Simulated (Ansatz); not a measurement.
A structure relaxed at B3LYP-D4/def2-TZVP in Ansatz, charge 0, singlet:

Cartesian coordinates in Å:
```
Mg -1.2908 -0.9175 -0.9714
Mg 0.2068 1.3221 1.2885
Si 1.0839 -0.4045 -0.3171
```

**Question.** Give its formula and point group.

**Answer.** the cluster Mg₂Si. Point group C2v (tolerance 0.1 Å).

**Question.** Summarise the bond lengths by kind (pairs closer than 1.2 times the sum of covalent radii, bridged metal pairs left out).

**Answer.** 2 × Mg–Si 2.52 Å.

The restricted singlet is unstable towards broken spin symmetry at other levels; at B3LYP-D4/def2-TZVP this wasn't settled. At B3LYP-D4/def2-TZVP a triplet of charge 0 lies 0.23 eV below the restricted singlet, each at its own geometry. Another isomer (singlet) lies 0.06 eV lower at PBE0-D4/def2-TZVP.
